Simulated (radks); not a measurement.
**N³⁻ held by a Watson sphere**

The task here is to estimate one member of a computed series from the others.

Program: radks (a radial shooting solver on a logarithmic mesh, Libxc functionals) version 1. Level of theory: non-relativistic Kohn-Sham, LDA (Slater exchange, Perdew-Wang correlation), spin-polarised, spherical densities, point nucleus. These are calculated values, not measurements, unless marked.

## The atom as given

```
element       : nitrogen (Z = 7)
charge        : -3
electrons     : 10
configuration : [Ne]
```

Outer shells as boxes (Hund's rule):

N³⁻
```
[He] core
2s [↑↓]
2p [↑↓][↑↓][↑↓]
```

Set-up of the first run:

Input:

```text
Z 7
configuration [Ne]
relativity non-relativistic
functional lda,pw
spin polarised
nucleus point
watson charge 2.94 radius 1.73 bohr
response adiabatic LDA kernel
```

Steps of the session up to this table: R = 1.73 bohr; R = 2.11 bohr; R = 2.7 bohr; R = 3.04 bohr; R = 3.34 bohr; R = 3.52 bohr; R = 3.58 bohr; R = 3.81 bohr; R = 3.95 bohr.

One of the session's tables, all rows but one given; the rest of the session is left out.

```
R (bohr)  highest level (eV)  its <r> (bohr)  sum of <r²> (bohr²)  α (bohr³)
    1.73              -7.974           1.646                25.85      15.72
    2.11              -6.687           1.806                30.89      24.46
     2.7              -5.120           2.045                39.37      47.41
    3.04              -4.436           2.182                44.76      68.25
    3.34                   ?               ?                    ?          ?
    3.52              -3.692           2.373                53.12      110.9
    3.58              -3.614           2.397                54.23      117.5
    3.81              -3.341           2.488                58.65      145.8
    3.95              -3.194           2.543                61.45      165.6
```

Estimate the missing values for R (bohr) = 3.34.

Worked estimate for «highest level (eV)». A straight line through the neighbours (3.04, -4.436) and (3.52, -3.692) gives -4.436 + (-3.692 + 4.436) × (3.34 − 3.04) / (3.52 − 3.04) = -3.971; a parabola fitted to 4 rows on both sides gives -3.940.

**Answer.** highest level (eV): -3.944; its <r> (bohr): 2.301; sum of <r²> (bohr²): 49.87; α (bohr³): 92.83. In «highest level (eV)» the line misses by -0.027 and the parabola by +0.004.

In words: From R = 1.73 to 3.95 bohr the top level moves from -7.974 to -3.194 eV and its mean radius from 1.65 to 2.54 bohr. A wider sphere makes a shallower well, so the ion swells. Response by self-consistent Sternheimer equations with the Hartree and adiabatic LDA kernel.
